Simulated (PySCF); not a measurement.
## Working out the electron affinity of Al

Al⁻ [Ne] 3s2 3p2 (3P) → Al [Ne] 3s2 3p1 (2P). Calculation: PySCF 2.14, in aug-cc-pV(T+d)Z with one added diffuse shell each of s, p, d, f type (7s6p5d3f, 71 functions); the non-relativistic Hamiltonian (point nucleus). Frozen: [Ne]. Energies in hartree (1 hartree = 27.21139 eV):

| part | Al⁻ (lower) | Al (upper) |
| --- | --- | --- |
| UHF | -241.879831 | -241.879220 |
| CCSD correlation | -0.064439 | -0.051231 |
| (T) | -0.003050 | -0.001187 |

Q: What does Hartree-Fock give?

A: (-241.879220) − (-241.879831) = 0.000611 hartree = 0.017 eV.

Q: What do CCSD and CCSD(T) give?

A: The CCSD correlation energies differ by 0.013208 hartree = 0.359 eV and the triples by 0.001863 hartree = 0.051 eV, so CCSD gives 0.376 eV and CCSD(T) 0.427 eV.

A first-order spin-orbit estimate adds -0.003 eV to CCSD(T) (valence), giving 0.424 eV against 0.433 eV (measured; photodetachment measurements, as compiled on the Wikipedia data page of electron affinities).

What remains against the reference includes basis incompleteness, the frozen core and higher excitations.
